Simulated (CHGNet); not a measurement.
hcp Cd

Calculation: the machine-learned potential CHGNet 0.3.0 (trained on PBE and PBE+U data).

Cell (relaxed at this level):

```yaml
crystal:
  lattice:
    - [3.07618, 0.00000, 0.00000]
    - [-1.53809, 2.66405, 0.00000]
    - [0.00000, 0.00000, 5.52324]
  atoms:
    - { symbol: Cd, position: [0.66667, 0.33333, 0.75000] }
    - { symbol: Cd, position: [0.33333, 0.66667, 0.25000] }
```

equilibrium lattice constant a: 3.076 Å
lattice parameter c: 5.523 Å
equilibrium volume per atom: 22.63 Å³/atom

Measured, for comparison: lattice constant a 2.979 Å, lattice parameter c 5.617 Å (293 K, not corrected to a static lattice; as tabulated in Wikipedia's data pages). Computed (rounded) less measured: lattice constant a +3.3 %, lattice parameter c -1.7 %. A static lattice is as a rule a little smaller and stiffer than an uncorrected measurement, which narrows the difference in the lattice parameter c and would widen misses of the other sign.

A machine-learned potential is trained on density-functional data: it inherits that level's misses and adds fitting errors of its own.

Note: the model's thermal expansion at 300 K is negative.
